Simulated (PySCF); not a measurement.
Core binding energy against partial charge

Species: C₃H₄ClNO.
Cartesian coordinates in Å at the PBE0-D3(BJ)/def2-SVP level; atoms count from 1:
```
atom  x, y, z in Å
C1     1.6737   -1.3001    0.5419
C2     0.4001   -1.2154    0.9216
Cl3   -0.2083   -2.1341    2.2730
C4    -0.5586   -0.3113    0.1815
N5    -1.8308   -0.3029    0.6338
O6    -0.1666    0.3502   -0.7578
H7     2.3879   -1.9437    1.0562
H8     1.9862   -0.6967   -0.3129
H9    -2.4966    0.2900    0.1581
H10   -2.1191   -0.8686    1.4193
```

Binding energies: delta-SCF UKS SCAN, pcX-2 on the ionised atom, pcseg-1 elsewhere, spin-free X2C (PySCF). Charges: PBE0/pcSseg-1 ground-state density, for the ionised atom.

| atom | environment | C 1s (eV) | Mulliken (e) | IAO (e) | Hirshfeld (e) | ESP (e) |
| --- | --- | --- | --- | --- | --- | --- |
| C1 | terminal =CH2 carbon | 290.82 | +0.021 | -0.269 | -0.077 | -0.292 |
| C2 | vinylic C–Cl carbon | 292.48 | -0.363 | -0.071 | +0.001 | -0.144 |
| C4 | amide carbonyl carbon | 294.27 | +0.548 | +0.431 | +0.162 | +0.772 |

**Question.** Give the correlation coefficient and slope of binding energy on charge for each scheme.

**Answer.** Hirshfeld: r = 0.98, slope 14.0 eV per e; IAO: r = 0.97, slope 4.7 eV per e; ESP: r = 0.93, slope 2.8 eV per e; Mulliken: r = 0.59, slope 2.2 eV per e. On 3 points no scheme stands out.

**Question.** The point-charge model writes a binding energy as kq + V + constant, with V the potential of the other atoms' charges at the site. What does it give with the Mulliken charges?

**Answer.** V = Σ 14.40 eV Å × q/r over all other atoms: +0.34 eV at C1, +3.81 eV at C2, -8.78 eV at C4. Fitting binding energy − V to q gives k = 16.3 eV per e and leaves an rms residual of 2.00 eV, against 1.13 eV for the fit on q alone. The model has no term for differences in relaxation between sites.

Isolated species at its PBE0-D3(BJ)/def2-SVP geometry (one conformer only).
